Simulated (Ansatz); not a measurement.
## Relaxing Sr

Method: DFT r2SCAN, scalar-relativistic, plane waves, PAW (Ansatz).

The start is a database structure of Sr, space group I4/mcm (No. 140).

Input of the last, converged step (default PAW datasets):

```yaml
crystal:
  lattice:
    - [-4.1585048905, 4.1585048905, 3.5768060722]
    - [4.1585048905, -4.1585048905, 3.5768060722]
    - [4.1585048905, 4.1585048905, -3.5768060722]
  atoms:
    - { symbol: Sr, position: [0.16454952, 0.66454952, 0.82909903] }
    - { symbol: Sr, position: [0.83545048, 0.33545048, 0.17090097] }
    - { symbol: Sr, position: [0.66454952, 0.83545048, 0.5] }
    - { symbol: Sr, position: [0.33545048, 0.16454952, 0.5] }
basis:
  ecutwfc: 500
kpoints:
  mp_grid: { grid: [8, 8, 8] }
hamiltonian:
  xc: r2scan
scf:
  occupations: { method: gaussian, width: 0.1 }
output:
  forces: true
  stress: true
  eigenvalues: true
relax:
  adjacent_minimum: "off"
  f_tol: 0.01
  max_steps: 80
  cell: { stress_tol: 0.05 }
```

It can be run as:

```bash
ansatz run input.yaml --threads 1 --pin off --backend cpu --events-out ev --progress --plain --runs-dir out  # memory cap (--max-ram) not shown
```

End of the output:

```
SCF converged after 7 iterations
Free energy (F): -14219.832714 eV
Harris-Foulkes:  -14219.832714 eV  (|F-HF|=1.82e-12)
Internal energy: -14219.813860 eV  (E = F + TS)
E sigma→0 (E₀):  -14219.823287 eV
Entropy (-TS):   -0.018853 eV (-4.713 meV/atom)
Fermi energy:    4.392809 eV
--- Per-component energies (eV) ---
  E_band       = -605.423657
  E_kinetic    = 965.798804
  E_local      = -3246.984104  (includes V_loc(G=0)·N_el)
  E_nonlocal   = 808.588947
  E_hartree    = 845.991989
  E_xc         = -643.318095
  E_vxc        = -695.427347  (∫ρ·V_xc dr)
  E_paw        = -10862.887707  (= ΣΔE_a)
  E_vpaw       = -166.776495  (= ΣTr[D̂ρ^β])
  E_aug_tail   = -0.000002  (compensation charges beyond the density's cutoff)
  E_vtau       = 37.392594  (kinetic-family band-sum trace: ∫τ·v_τ [+ j·A + Jᵃ·Aᵃ] dr)
  E_ewald      = -2086.419545
  E_core_change = -0.584146  (= ΣΔE_core)
  E_smearing   = -0.018853  (= −TS)
  E_closure    =  0.000000  (closes the sum)
  Σ components = -14219.832714   (vs F -14219.832714, Δ=0.00e0)
--- Forces (eV/Å), atoms counted from 1 ---
  atom   1  Sr     0.00007640     0.00007640     0.00000000
  atom   2  Sr    -0.00007640    -0.00007640     0.00000000
  atom   3  Sr    -0.00007640     0.00007640     0.00000000
  atom   4  Sr     0.00007640    -0.00007640     0.00000000
  max |Σ_I F_I| component: 1.73e-18 eV/Å
--- Stress (GPa, compression-positive) ---
        0.001377       0.000000       0.000000
        0.000000       0.001377       0.000000
        0.000000       0.000000      -0.002721
  P = ⅓ Tr σ = 0.0000 GPa (0.000 kbar)
--- Relaxed structure (6 steps of the walk, 6 accepted, 1 SCFs on fresh bases) ---
  F+E_penalty+E_count = -14219.83271380 eV   max|allowed force component| = 7.640e-5 eV/Å   (the final SCF, on the basis selected at the relaxed cell)
  cell:  # Å, volume = 242.0449 Å³
    - [-4.081197, 4.081197, 3.632962]
    - [4.081197, -4.081197, 3.632962]
    - [4.081197, 4.081197, -3.632962]
  atoms:
    - { symbol: Sr, position: [0.171185, 0.671185, 0.842370] }
    - { symbol: Sr, position: [0.828815, 0.328815, 0.157630] }
    - { symbol: Sr, position: [0.671185, 0.828815, 0.500000] }
    - { symbol: Sr, position: [0.328815, 0.171185, 0.500000] }
```

Absolute energies hang on the potentials; compare differences alone.

The result has space group I4/mcm (No. 140). Sr has 7 Sr at 3.95–4.28 Å and 4 Sr at 4.58 Å.

It lies 0.16 eV/atom above the element's standard state at the same level.

For metals, differences of a few meV/atom aren't resolved.

A structure relaxed within its symmetry needn't be a true minimum.